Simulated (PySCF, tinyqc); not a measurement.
A ladder of methods, and size consistency: correlation methods against full CI in the sto-3g basis, for CH2, spin multiplicity 1. Computed by the program tinyqc with PySCF. All electrons correlated; +Q is the Davidson correction (1 - c0^2) E_corr. The last columns treat two copies 100 angstrom apart as one system. FCI is the lowest singlet.

Geometry (angstrom):
```
atom,x,y,z
C,0.0000,0.0000,0.0000
H,0.0000,0.9510,0.5720
H,0.0000,-0.9820,0.5910
```

RHF energy of one = -38.360865 hartree

Correlation energies (hartree):
```
method,E_corr of one,share of FCI (%),E_corr of two at 100 angstrom,two minus twice one (mhartree)
MP2,-0.03551,57.933,-0.07103,0.000
CISD,-0.05809,94.759,-0.10969,6.491
CISD+Q,-0.06197,101.085,-0.12070,3.234
CCSD,-0.06068,98.988,-0.12137,0.000
CCSD(T),-0.06098,99.475,-0.12196,0.000
FCI,-0.06130,100.000,-,-
```

What does the comparison show, and why?

MP2 recovers 58 %, CISD 94.8 % and CCSD 99.0 % of the FCI value (c0^2 = 0.933 in CISD). MP2 and coupled cluster are size consistent, so their last column vanishes; CISD loses 6.49 mhartree, since a double excitation on each copy is a quadruple of the pair, and the Davidson correction leaves +3.23. The restricted reference is unstable here: a spin-polarised solution lies 0.0367 hartree lower (PySCF), so results built on it describe a poor reference.
